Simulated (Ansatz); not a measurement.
# C₃H₄S: small, medium and large basis sets

The task here is to estimate one member of a computed series from the others.

Program: Ansatz 0.2.0, Gaussian basis. Level of theory: one geometry, several basis sets. These are calculated values, not measurements.

Plan: PBE0-D4/def2-SVP; ωB97M-V/def2-SVP; PBE0-D4/def2-QZVPP; ωB97M-V/def2-QZVPP; the functionals' def2-TZVPP values are taken from earlier runs.

## Structure used throughout

The geometry comes from an earlier relaxation with PBE0-D4 in a triple-zeta def2 set; it is a stationary point, not always the lowest conformer.

SMILES `C#CCS`, 8 atoms, charge 0, spin multiplicity 1.

Atoms are counted from 1 here; the program's logs count them from 0.

Bond lengths: C1–C2 1.199 Å, C1–H5 1.064 Å, C2–C3 1.446 Å, C3–S4 1.827 Å, C3–H6 1.092 Å, C3–H7 1.092 Å, S4–H8 1.343 Å. Angles: C2–C1–H5 179.7°, C1–C2–C3 179.2°, C2–C3–S4 109.4°, C2–C3–H6 109.9°, C2–C3–H7 109.9°, S4–C3–H6 109.4°, S4–C3–H7 109.4°, H6–C3–H7 108.7°, C3–S4–H8 95.6°.

The first run:

in.yaml reads:

```yaml
crystal:
  periodic: [false, false, false]
  atoms:
    - {symbol: C, position_ang: [-0.859924, 1.547080, -1.104745]}
    - {symbol: C, position_ang: [-0.247185, 0.762286, -0.436202]}
    - {symbol: C, position_ang: [0.478669, -0.197418, 0.365719]}
    - {symbol: S, position_ang: [-0.393755, -1.802369, 0.327241]}
    - {symbol: H, position_ang: [-1.400028, 2.247325, -1.696825]}
    - {symbol: H, position_ang: [0.546199, 0.154539, 1.397054]}
    - {symbol: H, position_ang: [1.488928, -0.323715, -0.028632]}
    - {symbol: H, position_ang: [0.479297, -2.444926, 1.120391]}
basis:
  gaussian: {orbitals: def2-SVP}
hamiltonian: {xc: pbe0, dispersion: d4}
output: {orbitals: {seedname: orbitals}}
```

Among the steps run: PBE0-D4 in def2-SVP; ωB97M-V in def2-SVP; PBE0-D4 in def2-QZVPP; ωB97M-V in def2-QZVPP.

One of the session's tables, all rows but one given; the rest of the session is left out.

It belongs to the step «Functionals by basis». 

| functional | basis | HOMO (eV) | LUMO (eV) |
| --- | --- | --- | --- |
| PBE0-D4 | def2-SVP | ? | ? |
| PBE0-D4 | def2-TZVPP | -7.03 | 0.19 |
| PBE0-D4 | def2-QZVPP | -7.07 | -0.02 |
| ωB97M-V | def2-SVP | -9.07 | 2.61 |
| ωB97M-V | def2-TZVPP | -9.28 | 2.02 |
| ωB97M-V | def2-QZVPP | -9.33 | 1.44 |

Estimate the missing values for PBE0-D4, def2-SVP.

As computed: HOMO (eV): -6.84; LUMO (eV): 0.54. In the column «HOMO (eV)» it is the highest.
